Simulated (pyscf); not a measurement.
Elementary routes open to Cl–CH₂–Cl + Cl atom (Cl•) in the gas phase (doublet surface):
A. Cl–CH(Cl)–Cl + H atom (H•) (C–H broken; C–Cl formed)
B. Cl–CH•–Cl + hydrogen chloride (HCl) (C–H broken; Cl–H formed)

PySCF, gas phase, ωB97X-D3(BJ)/def2-SVP geometries. MP2 and CC: frozen core, UHF for open shells. ΔMP2 is the change of the MP2 total energy from the triple- to the quadruple-zeta basis.

Problem. Rank the routes by free-energy barrier at 298 K, lowest first, for CCSD(T)/def2-TZVPP + ΔMP2(QZVPP) energies (ideal gas, 1 atm, RRHO with modes under 100 cm⁻¹ raised to 100, one conformer, R ln 2 for chiral ones without a mode under 150 cm⁻¹).

Solution. B (6.6 kcal/mol), A (63.4 kcal/mol)

Route B is the fastest of these, ahead of the next by 56.7 kcal/mol. The most stable products are those of B (ΔG = -9.8 kcal/mol), so kinetics and thermodynamics agree. At 1200 K B is still the fastest. A: On the reactant side the descent ends in what is likely a three-electron adduct, which functionals tend to overbind, 5.0 kcal/mol under the separated species and 64.8 kcal/mol under the saddle at ωB97X-D3(BJ)/def2-TZVP. B: On the reactant side the descent ends in what is likely a three-electron adduct, which functionals tend to overbind (not fully relaxed), 5.0 kcal/mol under the separated species and 6.8 kcal/mol under the saddle at ωB97X-D3(BJ)/def2-TZVP. Only these routes are compared; each barrier is that of the saddle found, and lower ones may exist. The CCSD(T) − MP2 part came from Ansatz, without density fitting, on the same reference. A UHF reference is spin-contaminated (<S²> up to 0.86), which harms MP2 most. Left out: orbital degeneracy and the spin-orbit lowering of Cl.
